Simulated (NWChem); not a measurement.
System: ammonia (NH3); SMILES N

Results from NWChem. Coordinates come from a PBE0/def2-SVP optimisation. Gas phase, vertical.

CAM-B3LYP/def2-SVPD, TDA puts singlet state 1 at 7.05 eV with oscillator strength 0.086.

Give the wavelength, the transition dipole and the radiative lifetime of that state in vacuum.


1. λ = 1239.84/7.05 = 176 nm, or 56860 cm⁻¹.
2. f = (2/3) ΔE μ² in atomic units, so μ = √(1.5 f/ΔE) = 0.71 a.u. = 1.79 D.
3. τ = 1.499 s cm⁻² / (f ν²) = 5.4 ns, for a non-degenerate state that emits at the vertical energy.
